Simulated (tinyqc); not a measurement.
Worked calculation: geometry optimisation on the LDA (VWN5)/sto-3g surface (energies and gradients from PySCF), for CH3-, spin multiplicity 1. The basis has no diffuse functions, so it cannot describe the extra electron: this is an exercise in the method, not the real anion. Computed by tinyqc, a small Python program that keeps every step (integrals from PySCF). Settings: charge = -1, multiplicity = 1, basis = sto-3g, functional = lda,vwn, optimiser = bfgs, first Hessian = 0.3, largest step = 0.3, iteration cap = 30. Command: `OMP_NUM_THREADS=1 python tinyqc.py 29135 29136 out.jsonl` (the two numbers bound the seeds that draw the settings). One thread of a shared host (Intel(R) Xeon(R) Processor @ 2.60GHz), about 5 s of CPU time with the checks.

## Step 1: energy and gradient

positions at the start (bohr):
```
            x          y          z
1C  -0.034015  -0.069920   0.085038
2H   1.936969  -0.060471  -0.071810
3H  -1.063916   1.691305  -0.062361
4H  -0.980768  -1.696974   0.060471
```

Self-consistent energy and analytic gradient at these positions.

energy = -38.69083740 hartree

gradient (hartree/bohr):
```
              x            y            z
1C  -0.01107691  -0.07021818  -0.00834875
2H  -0.02549115  -0.00101779   0.00393878
3H  -0.00293751   0.00293772   0.00153095
4H   0.03950608   0.06829829   0.00287920
```

## Step 1: move

Quasi-Newton step p = -H^(-1) g (first H = 0.3 times the unit matrix); steps longer than 0.3 bohr are cut back (factor 0.820 here).

positions after step 1 (bohr):
```
            x          y          z
1C  -0.003733   0.122040   0.107861
2H   2.006656  -0.057689  -0.082577
3H  -1.055885   1.683274  -0.066546
4H  -1.088768  -1.883685   0.052600
```

## Step 2: energy and gradient

As before.

energy = -38.68185074 hartree

gradient (hartree/bohr):
```
              x            y            z
1C  -0.00203614   0.13471604  -0.01647218
2H  -0.00346672  -0.01079437   0.00445899
3H   0.03393877  -0.06427633   0.01162274
4H  -0.02843676  -0.05964505   0.00038986
```

## Step 2: move

inverse Hessian in use (bohr^2/hartree), lower triangle:
```
            1          2          3          4          5          6         7          8
1    3.360899
2   -0.029468   1.852023
3    0.041439   0.108777   3.380141
4    0.061750  -0.078504   0.094093   3.471556
5    0.017206   0.090308   0.014867   0.039441   3.336262
6   -0.014968  -0.022274  -0.018629  -0.033847  -0.006593   3.340493
7   -0.040385  -0.310159  -0.024958  -0.093384   0.000181   0.012990  3.309975
8    0.082350   0.576190   0.056588   0.189959   0.003675  -0.027912  0.034488   3.287714
9   -0.019498  -0.095379  -0.017552  -0.044638  -0.003820   0.007647  0.001421  -0.007221
10  -0.048930   0.418140  -0.110575  -0.106588  -0.056828   0.035826  0.157129  -0.306801
11  -0.070089   0.814811  -0.180232  -0.150898  -0.096912   0.056779  0.275490  -0.534246
12  -0.006972   0.008882  -0.010626  -0.015607  -0.004455   0.003822  0.010548  -0.021456

           9         10        11        12
9   3.338197
10  0.062716   3.331721
11  0.106420  -0.054509  3.149683
12  0.005042   0.012031  0.017029  3.335095
```

Quasi-Newton step p = -H^(-1) g (the inverse Hessian comes from BFGS updates; coordinates in the order x, y, z of each atom); steps longer than 0.3 bohr are cut back.

positions after step 2 (bohr):
```
            x          y          z
1C   0.009550  -0.015767   0.140338
2H   2.035392  -0.040516  -0.092918
3H  -1.104216   1.777229  -0.085438
4H  -1.082456  -1.857007   0.049357
```

## Step 3: energy and gradient

As before.

energy = -38.69456359 hartree

gradient (hartree/bohr):
```
              x            y            z
1C   0.03680895   0.00707652  -0.00944818
2H   0.00094567  -0.00153707   0.00514914
3H  -0.01845585   0.02374890   0.00156983
4H  -0.01929885  -0.02928780   0.00272983
```

## Step 3: move

inverse Hessian in use (bohr^2/hartree), lower triangle:
```
            1          2          3          4          5          6          7          8
1    3.251436
2    0.524763   2.133560
3   -0.080028  -0.052466   3.440504
4   -0.060823  -0.064559   0.110594   3.453499
5   -0.051756   0.054141   0.035216   0.037929   3.340904
6    0.020706   0.060193  -0.045184  -0.045592  -0.016951   3.351284
7    0.186304  -0.546655  -0.002504  -0.018589   0.029272   0.016757   3.109463
8   -0.340949   0.855548   0.055450   0.082174  -0.030399  -0.048772   0.361021   2.775919
9    0.056579  -0.057788  -0.039420  -0.042517  -0.008652   0.018877  -0.031354   0.031763
10  -0.043587   0.086458  -0.028062  -0.040753  -0.015446   0.008128   0.056159  -0.102252
11  -0.132058   0.290091  -0.038202  -0.055547  -0.031314   0.005531   0.156364  -0.267739
12   0.002739   0.050076  -0.022567  -0.022487  -0.009614   0.008357   0.017106  -0.038451

           9        10         11        12
9   3.343212
10  0.017291  3.361514
11  0.034680  0.031239   3.342294
12  0.010665  0.002642  -0.002012  3.336878
```

As before.

positions after step 3 (bohr):
```
            x          y          z
1C  -0.108000  -0.071131   0.173443
2H   2.031580  -0.033388  -0.110038
3H  -1.052772   1.715353  -0.092816
4H  -1.012537  -1.746897   0.040747
```

## Convergence

Stop when the largest gradient component is below 3e-5 hartree/bohr. The inverse Hessian follows the BFGS update with s = step, y = change of gradient.

Course of the optimisation:
```
step   E (hartree)  largest gradient (hartree/bohr)
1     -38.69083740                         7.02e-02
2     -38.68185074                         1.35e-01
3     -38.69456359                         3.68e-02
4     -38.69174623                         7.64e-02
5     -38.69887524                         1.70e-02
6     -38.70049212                         2.06e-02
7     -38.70327101                         2.80e-02
8     -38.70768259                         3.12e-02
9     -38.71351330                         3.13e-02
10    -38.72001972                         1.14e-02
11    -38.72065680                         6.26e-03
12    -38.72071408                         2.58e-03
13    -38.72072907                         1.54e-04
14    -38.72072932                         8.17e-05
15    -38.72072938                         4.21e-06
```

Final distances (angstrom):
```
pair   distance
2H-1C  1.140975
3H-1C  1.140971
3H-2H  1.716305
4H-1C  1.140978
4H-2H  1.716311
4H-3H  1.716303
```

Converged in 15 steps.
